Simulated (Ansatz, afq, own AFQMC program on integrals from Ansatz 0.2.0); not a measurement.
CH3N, singlet in cc-pVDZ, levels against CCSDT(Q)

```yaml
atoms:
  - { symbol: N, position_ang: [0.0000, 0.0657, 0.5988] }
  - { symbol: C, position_ang: [0.0000, -0.1676, -0.7846] }
  - { symbol: H, position_ang: [0.0000, 0.9742, 1.0598] }
  - { symbol: H, position_ang: [0.0000, -0.7194, 1.2368] }
  - { symbol: H, position_ang: [0.0000, 0.8291, -1.2683] }
```

Connectivity, by distances: NH2–CH.

Basis cc-pVDZ. Noble-gas cores (and the filled d shells of Ga–Kr and In–Xe) are frozen. Integrals, coupled cluster, full CI and functionals: Ansatz 0.2.0; the random walks run on the same integrals in our own AFQMC program. The CISD trial takes its coefficients from CCSD amplitudes. Released means that phaseless walkers are propagated on without the constraint, phases kept. Error bars are statistical, one sigma.

Determinant: UHF, the one that the program's search chose, which needn't be the lowest solution. The geometry is a point of a scan.

No full CI on the walks' own integrals is used here; CCSDT(Q) serves as the reference and is uncertain by about the last step of the cluster series.

Cautions: higher spins were not checked; the determinant is a saddle point among determinants of its kind; raised T1 diagnostic (T1 0.021, weight of the determinant 0.88, largest double 0.08).

```
T1 diagnostic                               : 0.0211
weight of the determinant in the CISD state : 0.877
⟨S²⟩ of the determinant                     : 0.000
size of the correlated space                : 12 electrons in 41 orbitals
```

```tsv
level	correlation energy (eV)
MP2	-7.9464
CCSD	-8.7140
CCSD(T)	-8.9937
```

(1) Estimate where AFQMC with the constraint released lies against CCSD(T) on the same integrals.

(1) 6.3 ± 2.9 kJ/mol below CCSD(T).

Reference: CCSDT(Q), correlation energy -9.037 eV. The released energy is read at 2.40 1/Eh (meV from the phaseless value at times in 1/Eh: -7 ± 17 at 0.24, -34 ± 17 at 0.51, -24 ± 19 at 0.99, -1 ± 21 at 1.62, -36 ± 30 at 2.40).

| level | E − E(reference) (kJ/mol) | share of correlation (%) |
| --- | --- | --- |
| CCSD(T) | 4.2 | 99.52 |
| CCSDT | 2.1 | 99.76 |
| ph-AFQMC/HF | 4.3 ± 6.3 | 99.50 |
| ph-AFQMC/CISD | 1.3 ± 1.8 | 99.85 |
| released AFQMC | -2.2 ± 2.9 | 100.25 |

A walk keeps the symmetry of its determinant, which the program's search chose and which needn't be the lowest solution, so a lower state of the same spin and another symmetry isn't excluded. Released energies are given only where the last usable release times agree within the noise; a slower fall can still hide under it.
